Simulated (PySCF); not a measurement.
C₅H₈, SMILES C1C2CC1C2, point group D3h.

Level: PBE0/pcSseg-1 in PySCF (density fitting, grid level 2); geometry and Hessian at that level, cubic constants and property derivatives from steps of ±0.6 along each species' dimensionless normal coordinates, second-order vibrational perturbation theory. The parent has the commonest isotopes.

Equilibrium geometry (Å):

```
atom        x        y        z
  C1   0.9329  -0.7973  -0.0925
  C2  -0.0467   0.0485  -0.9369
  C3  -1.1610  -0.4118   0.0297
  C4   0.0443  -0.0484   0.9260
  C5   0.2241   1.2095   0.0465
  H6   1.9911  -0.5099  -0.1293
  H7   0.8144  -1.8868  -0.1433
  H8  -0.1001   0.1054  -2.0295
  H9  -2.0452   0.2331   0.1066
 H10  -1.4434  -1.4712  -0.0116
 H11   0.0976  -0.1052   2.0186
 H12   1.2264   1.6551   0.0208
 H13  -0.5521   1.9810   0.1242
```

**Question.** How much do zero-point and thermal motion change the parent's shieldings?

**Answer.** 
```json
{"atom": "C1", "σe (ppm)": "133.11", "anharmonic part, 0 K": "-1.58", "harmonic part, 0 K": "-4.43", "Δσ at 0 K": "-6.00", "Δσ at 100 K": "-6.01", "Δσ at 1000 K": "-7.91"}
{"atom": "C2", "σe (ppm)": "151.46", "anharmonic part, 0 K": "-2.17", "harmonic part, 0 K": "-3.69", "Δσ at 0 K": "-5.85", "Δσ at 100 K": "-5.87", "Δσ at 1000 K": "-8.58"}
{"atom": "H6", "σe (ppm)": "29.64", "anharmonic part, 0 K": "-0.21", "harmonic part, 0 K": "-0.52", "Δσ at 0 K": "-0.72", "Δσ at 100 K": "-0.72", "Δσ at 1000 K": "-0.94"}
{"atom": "H8", "σe (ppm)": "29.00", "anharmonic part, 0 K": "-0.23", "harmonic part, 0 K": "-0.51", "Δσ at 0 K": "-0.74", "Δσ at 100 K": "-0.74", "Δσ at 1000 K": "-1.02"}
```

**Question.** And the bond lengths, in the parent and with ²H at 6?

**Answer.** 
```tsv
bond	re (Å)	⟨r⟩ at 0 K	between mean positions	⟨r⟩, labelled
C1–C2	1.5453	1.5548	1.5533	1.5546
C1–H6	1.0971	1.1184	1.1037	1.1127
C2–H8	1.0954	1.1165	1.1020	1.1165
```

**Question.** What are the dipole moments?

**Answer.** 0.000 D at equilibrium; averaged at 0 K: parent 0.000 D; ²H at 6 0.010 D.

The study (216 SCF points, 125 basis functions) took 41 min on 1 thread of Intel Xeon Platinum 8488C, on a host shared with other jobs (rough), peak memory 0.58 GiB, launched as `OMP_NUM_THREADS=1 python ens_run.py task.json out`.
